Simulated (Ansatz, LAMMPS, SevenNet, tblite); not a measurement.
Elastic constant C66 of rutile TiO₂: levels of theory against measurement

Reference value: 190 GPa (measured, room temperature, no zero-point or thermal correction; as tabulated in Elasticity of TiO2 rutile to 1800 K).

### Question
What do ionic model grimes2000, GFN1-xTB, SevenNet-l3i5, LDA, PBE, r²SCAN, PBE0 give, and how far is each from the reference?

### Answer

| level (code) | value (GPa) | cell (Å³/atom) | difference (%) |
|---|---|---|---|
| ionic model grimes2000 (shell model, LAMMPS) | 391 | 9.82 | +106 |
| GFN1-xTB (tblite) | 118 | 9.34 | -38 |
| SevenNet-l3i5 | 208 | 10.70 | +9.5 |
| LDA (Ansatz) | 245 | 10.06 | +29 |
| PBE (Ansatz) | 211 | 10.65 | +11.1 |
| r²SCAN (Ansatz) | 236 | 10.40 | +24 |
| PBE0 (Ansatz) | 244 | 10.29 | +28 |

The reference is not for a static lattice or low temperature, so close values are not ranked against it. Off by more than 25 %, or 35 % on the side where a correction would as a rule narrow the miss (bounds picked here): ionic model grimes2000 (+106 %), GFN1-xTB (-38 %).

The reference isn't brought to a static lattice, while the calculations are for one, so the differences are not the levels' errors alone.  GFN1-xTB: the method was fitted mainly to molecules. GFN1-xTB: the run uses a supercell at the zone centre in place of a k mesh. Each level is taken at its own relaxed cell. Cutoffs differ between the levels. Ansatz's density-functional and Hartree–Fock values are scalar-relativistic unless marked +SOC, with PAW data made under PBE.

Empirical potentials (ionic model grimes2000) are fitted to chosen data: where that held the value shown, agreement is built in, and what lay outside the fit can be far off. Machine-learned potentials (SevenNet-l3i5) are trained on DFT data: a solid inside that data is no test of them.

Differences are worked out from the printed values.

Ansatz is a program for electronic structure.
